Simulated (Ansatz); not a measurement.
Basis-set extrapolation for C₃H₆O₃ (`O=COCCO`) (PBE0-D4/def2-TZVP geometry, frozen core, the Gaussian-basis code of Ansatz). Multiplicity 1, RHF reference.

|  | def2-TZVPP | def2-QZVPP |
| --- | --- | --- |
| HF | -341.824112 | -341.839920 |
| MP2 correlation | -1.200425 | -1.289763 |
| CCSD(T) correlation | -1.275638 | not run |

Energies in hartree. Use E(X) = E(∞) + A·exp(−7.88·√X) for Hartree–Fock and E(X) = E(∞) + B·X^(−2.97) for correlation, with X = 3 and 4, and add CCSD(T) minus MP2 of the smaller set to the MP2 limit.

**Question.** What is the CCSD(T) energy at the basis-set limit?

**Answer.** HF limit: -341.839920 + (-0.015808) × 0.13774 = -341.84210. MP2 limit: -1.289763 + (-0.089338) × 0.74074 = -1.35594. Higher-order term: -1.275638 − (-1.200425) = -0.07521. Total: -343.27325 hartree, 455.5 kJ/mol below CCSD(T)/def2-TZVPP.
